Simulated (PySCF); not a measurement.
Molecule: `C#CC(C)C`, C$_{5}$H$_{8}$.

Geometry:
| atom | x (Å) | y (Å) | z (Å) |
| --- | --- | --- | --- |
| C1 | 2.211 | -1.139 | -0.446 |
| C2 | 1.209 | -0.596 | -0.033 |
| C3 | -0.011 | 0.059 | 0.441 |
| C4 | -1.246 | -0.792 | 0.137 |
| C5 | -0.137 | 1.470 | -0.138 |
| H6 | 3.099 | -1.620 | -0.809 |
| H7 | 0.079 | 0.149 | 1.540 |
| H8 | -1.158 | -1.795 | 0.578 |
| H9 | -1.377 | -0.909 | -0.950 |
| H10 | -2.150 | -0.313 | 0.542 |
| H11 | -0.232 | 1.432 | -1.234 |
| H12 | 0.743 | 2.083 | 0.105 |
| H13 | -1.031 | 1.971 | 0.266 |

Geometry PBE0-D3(BJ)/def2-SVP throughout; GIAO in PySCF, gas phase, one conformer, non-relativistic; equivalent atoms averaged; functional PBE0.

Task: How do the shifts δ (against TMS at the same level) depend on the basis set? (ppm; last column core-seconds on shared hosts with different chips, so compare them loosely)

Result: 
| basis set | functions | C1 | C2 | C3 | C4/C5 | H6 | H7 | H8/H9/H10/H11/H12/H13 | core-s |
| --- | --- | --- | --- | --- | --- | --- | --- | --- | --- |
| STO-3G | 33 | 65.2 | 64.0 | 27.1 | 22.7 | 2.29 | 1.43 | 0.95 | 2.3 |
| 6-31G | 61 | 67.9 | 83.9 | 21.8 | 24.0 | 1.95 | 2.60 | 1.34 | 4 |
| pcSseg-0 | 61 | 80.5 | 94.3 | 19.6 | 26.1 | 2.08 | 2.24 | 1.29 | 5.9 |
| 6-31G* | 86 | 65.2 | 79.3 | 20.9 | 23.0 | 1.63 | 2.56 | 1.18 | 5.5 |
| def2-SVP | 110 | 68.3 | 84.8 | 19.8 | 23.0 | 1.57 | 2.32 | 1.02 | 6.7 |
| cc-pVDZ | 110 | 68.8 | 85.6 | 24.5 | 24.4 | 1.67 | 2.43 | 1.09 | 13 |
| pcSseg-1 | 125 | 74.0 | 92.7 | 22.5 | 24.6 | 1.88 | 2.39 | 1.14 | 12 |
| 6-311+G(2d,p) | 183 | 71.2 | 92.6 | 23.1 | 23.5 | 1.75 | 2.58 | 1.12 | 14 |
| aug-cc-pVDZ | 187 | 65.6 | 85.9 | 24.7 | 23.5 | 1.81 | 2.61 | 1.19 | 28 |
| def2-TZVP | 203 | 71.0 | 92.8 | 24.0 | 24.3 | 1.75 | 2.59 | 1.13 | 17 |
| IGLO-III | 255 | 73.2 | 94.8 | 24.2 | 24.7 | 1.79 | 2.62 | 1.13 | 41 |
| cc-pVTZ | 262 | 71.4 | 91.7 | 23.5 | 24.1 | 1.69 | 2.58 | 1.13 | 44 |
| pcSseg-2 | 292 | 74.3 | 95.9 | 24.6 | 25.1 | 1.73 | 2.58 | 1.14 | 32 |

Task: Which nucleus moves most, in ppm?

Result: C2 (alkyne carbon): from 64.0 ppm with STO-3G to 95.9 ppm with pcSseg-2. The smallest spread is 0.39 ppm, at H8/H9/H10/H11/H12/H13. Proton shifts span only some 12 ppm, so a few tenths of a ppm matter as much there as several ppm in carbon.

Task: Taking the largest basis, pcSseg-2 (292 functions), as the yardstick, rank the others by their worst heavy-atom deviation.

Result: IGLO-III 1.2 ppm (255 functions), pcSseg-1 3.3 ppm (125 functions), def2-TZVP 3.3 ppm (203 functions), 6-311+G(2d,p) 3.4 ppm (183 functions), cc-pVTZ 4.3 ppm (262 functions), pcSseg-0 6.3 ppm (61 functions), aug-cc-pVDZ 10.1 ppm (187 functions), cc-pVDZ 10.3 ppm (110 functions), def2-SVP 11.1 ppm (110 functions), 6-31G 12.0 ppm (61 functions), 6-31G* 16.7 ppm (86 functions), STO-3G 31.9 ppm (33 functions).

A small basis that lands close on one nucleus may do so by chance; judge by the trend and by all nuclei.
